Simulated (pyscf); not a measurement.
Single points on ωB97X-D3(BJ)/def2-SVP structures (PySCF, gas phase).

Task: `[NH2][GaH2]` + `[OH2]` → `[NH2][GaH][OH]` + `[H][H]`
Surface: singlet. Broken: Ga–H, H–O. Formed: Ga–O, H–H. Give ΔE‡ and ΔE from ωB97M-D3(BJ)/def2-TZVP, relative to the separated reactants.

Result: ΔE‡ = 16.1 kcal/mol, ΔE = -9.3 kcal/mol. Zero-point energy shifts the barrier by -0.5 kcal/mol. It is a four-centre exchange, with an imaginary mode of 1312i cm⁻¹. On the reactant side the descent ends in an adduct with a Ga–O contact, 10.3 kcal/mol under the separated species and 25.0 kcal/mol under the saddle at ωB97X-D3(BJ)/def2-TZVP. What is counted as formed (Ga–O) is already present as a longer contact in the reactant adduct; forming that adduct is a step of its own. At the saddle there is also a short Ga–H contact that neither side keeps. This is the saddle that the search found; another between the same sides may lie lower. Elements up to Kr have no core potential and no relativistic terms here.
